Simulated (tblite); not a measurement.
Compound: CH₄ClSi (doublet state).
Geometry (GFN2-xTB, Å), atoms numbered from 1 in this order:
```
atom  x, y, z in Å
Si1    1.1023   -0.2944    0.2492
C2    -0.7816   -0.1704    0.0744
Cl3   -1.2107    1.2807   -0.9249
H4     1.7526   -0.5631   -1.0239
H5     1.6549    0.8114    1.0147
H6    -1.2194   -1.0221   -0.4406
H7    -1.2947   -0.0373    1.0240
```

Computed values, GFN2-xTB/tblite, gas phase, harmonic and unscaled. Errors from tens to a few hundred cm⁻¹ against measured bands are possible. Modes of hydrogen on silicon can be 10 to 20 % off. One conformer, not necessarily the lowest. Open shells enter through the occupations alone, without spin polarisation, and single modes of such species can be off by tens of per cent.

Q: How many normal modes are there?

A: 7 atoms, non-linear: 3N − 6 = 15.

Q: What is the point group of the computed structure, and how do the modes divide by symmetry?

A: Cs. The vibrations span 9 a′ + 6 a″.

Q: How many distinct wavenumbers does the calculation give?

A: 15: Cs has no degenerate species.

Q: How many fundamentals are allowed in the infrared by symmetry?

A: 15 of 15: in Cs every mode is allowed. All fundamentals are allowed in the Raman spectrum.

Q: How far is the lowest real mode excited at 500 K, as a harmonic oscillator?

A: 153.4 cm⁻¹ is a vibrational temperature θ of 221 K. The population of v = 1 over v = 0 is exp(−θ/T) = 0.64, and the mean quantum number is 1.8.

Time: 0.1 s wall. Hardware: one thread, Arm Neoverse V1 (aarch64), shared host with 32 logical CPUs at a one-minute load of 4.5. This covers the Hessian and the dipole derivatives.
